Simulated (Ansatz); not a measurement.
# AlSiH₃ (triplet): wave-function methods side by side at distance Al1–H4 along a hydrogen transfer = 1.586 Å, cc-pVDZ

One table from this session's results is given with a row withheld; the runs are named, their logs left out.

Program: Ansatz 0.2.0, Gaussian basis. Level of theory: cc-pVDZ, core rule «outside noble gas», up to 10 orbitals frozen. These are calculated values, not measurements.

The runs, in order: UHF; CCSD(T) on ROHF; CCSD(T) on UHF; BCCD(T) on ROHF; CISD; CCSDT(Q) on ROHF; CCSDT(Q) on UHF; CASSCF and MRCISD+Q, 4 electrons in 4 orbitals; CASSCF and NEVPT2, 4 electrons in 4 orbitals.

16 further runs of the same task are left out: 7 for a known fault of the program, 2 for a mislabelled method, 6 that didn't finish, 1 set aside as unsound or not needed.

## The geometry

The geometry derives from fragments relaxed apart (PBE0/def2-TZVP) and kept rigid, so it is no stationary point. A hydrogen atom is moved between rigid fragments.

5 atoms, charge 0, spin multiplicity 3.

Atoms are counted from 1 here; the program's logs count them from 0.

Bond lengths: Al1–H2 1.586 Å, Al1–H3 1.586 Å, Al1–H4 1.586 Å. Angles: H2–Al1–H3 120.0°, H2–Al1–H4 120.0°, H3–Al1–H4 120.0°.

The first run:

File in.yaml:

```yaml
crystal:
  periodic: [false, false, false]
  atoms:
    - {symbol: Al, position_ang: [-1.871050, 0.000000, 0.000000]}
    - {symbol: H, position_ang: [-2.663973, 1.373384, 0.000000]}
    - {symbol: H, position_ang: [-2.663973, -1.373384, 0.000000]}
    - {symbol: H, position_ang: [-0.285202, 0.000000, 0.000000]}
    - {symbol: Si, position_ang: [1.998950, 0.000000, 0.000000]}
basis:
  gaussian: {orbitals: cc-pVDZ}
magnetization: {spin_polarized: true, initial_magnetization: 2}
hamiltonian: {xc: hf}
output: {orbitals: {seedname: orbitals}}
```

Run with:

```
$ ansatz run in.yaml --threads 1 --pin off --events-out ev --progress --plain --max-ram 2393MiB
```

Among the steps run: UHF; CCSD(T) on ROHF; CCSD(T) on UHF; BCCD(T) on ROHF; CISD; CCSDT(Q) on ROHF; CCSDT(Q) on UHF; CASSCF and MRCISD+Q, 4 electrons in 4 orbitals; CASSCF and NEVPT2, 4 electrons in 4 orbitals.

One table of the session follows, with a row left open; its other results are not shown here.

It belongs to the step «Misses and costs». 

| method | from UCCSDT(Q) (meV) |
| --- | --- |
| ROHF | +4784.0 |
| UHF | +4674.1 |
| RMP2 | +1254.7 |
| UMP2 | +1255.2 |
| CISD | +453.4 |
| RCCSD | +105.1 |
| UCCSD | +102.1 |
| RCCSD(T) | +28.1 |
| UCCSD(T) | +27.5 |
| BCCD(T) | +27.7 |
| RCCSDT | +3.0 |
| UCCSDT | +2.8 |
| RCCSDT(Q) | ? |
| UCCSDT(Q) | 0 |

**Question.** Estimate the row for RCCSDT(Q).

As computed: from UCCSDT(Q) (meV): +0.1. In the column «from UCCSDT(Q) (meV)» it lies between UCCSDT(Q) (0) and UCCSDT (+2.8).

Not comparable, so not listed: CASSCF and MRCISD+Q, 4 electrons in 4 orbitals (they don't share determinant, frozen orbitals or solution with the rows shown, or repeat one).

To keep in mind: Left out of the table: CASSCF pair, NEVPT2 pair (the active space lost an orbital or holds another state than full CI finds). Restricted and unrestricted rows rest on different reference determinants; where their highest levels disagree by more than a few hundredths of an eV, they describe different states and don't form one ladder. Warnings in the runs' records: passed over end.
